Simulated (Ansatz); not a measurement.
**Redistribution: C4H7N + CH2F2O → C3H5NO + C2H4F2**

Species: C4H7N `CCCC#N`, singlet; CH2F2O `OC(F)F`, singlet; C3H5NO (3-hydroxypropionitrile) `N#CCCO`, singlet; C2H4F2 `CC(F)F`, singlet. The partners trade CH3 for OH; both sit on C, so the bond types are kept.

Shapes, held fixed at every level: PBE0-D4/def2-TZVP. Flexible molecules stand in one conformer, not always the lowest. Programs: Ansatz 0.2.0. The zero-point and thermal change to 298 K, harmonic and unscaled (PBE0-D4/def2-TZVP), is -0.3 kJ/mol.

```
                level                   kind  ΔH(298 K) (kJ/mol)  less CCSD(T)/CBS estimate  CPU time (sum over the molecules)
  B3LYP-D4/def2-TZVPP          global hybrid               +44.9                       -1.5                               32 s
  BHLYP-D4/def2-TZVPP          global hybrid               +47.0                       +0.6                               22 s
   PBE0-D4/def2-TZVPP          global hybrid               +49.8                       +3.4                               23 s
r2SCAN0-D4/def2-TZVPP          global hybrid               +51.4                       +5.0                               35 s
    B2PLYP/def2-TZVPP          double hybrid               +46.4                        0.0                               42 s
   CCSD(T)/def2-TZVPP  coupled cluster or CI               +49.3                       +2.9                             15 min
      CCSD/def2-TZVPP  coupled cluster or CI               +48.6                       +2.2                                  –
 CCSD(T)/CBS estimate  coupled cluster or CI               +46.4                        0.0                             19 min
```

The highest level, CCSD(T)/CBS estimate, gives ΔH(298 K) = +46.4 kJ/mol; the levels span +44.9 to +51.4. The column of differences is taken from that level and isn't an error. No measured value is set beside it here. The CBS estimate extrapolates MP2 from def2-TZVPP and def2-QZVPP and adds CCSD(T) − MP2 in the triple-zeta set, cores frozen. Times are processor times on shared x86 and Arm servers, and rough.
